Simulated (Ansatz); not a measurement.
For 4H SiC, LDA in Ansatz (PAW) gives:

```
Item                         Result
-------------------  --------------
lattice constant a          3.058 Å
lattice parameter c        10.012 Å
bulk modulus B0             231 GPa
cohesive energy        7.41 eV/atom
formation enthalpy   -0.285 eV/atom
```

Question: What does r²SCAN+rVV10 (PAW; Ansatz, a first-principles code) give for the same quantities?

Answer: 
- lattice constant a: 3.075 Å (goes up by 0.6 %)
- lattice parameter c: 10.068 Å (goes up by 0.6 %)
- bulk modulus: 230 GPa (hardly moves)
- cohesive energy: 6.59 eV/atom (decreases by 0.82 eV/atom)
- formation enthalpy: -0.323 eV/atom (moves by -0.038 eV/atom)

Changes are worked out from the printed values.

Unless a cell is named, each level is at its own relaxed cell (LDA 10.14, r²SCAN+rVV10 10.30 Å³/atom).

Ansatz's density-functional and Hartree–Fock values are scalar-relativistic unless marked +SOC, with PAW data made under PBE.
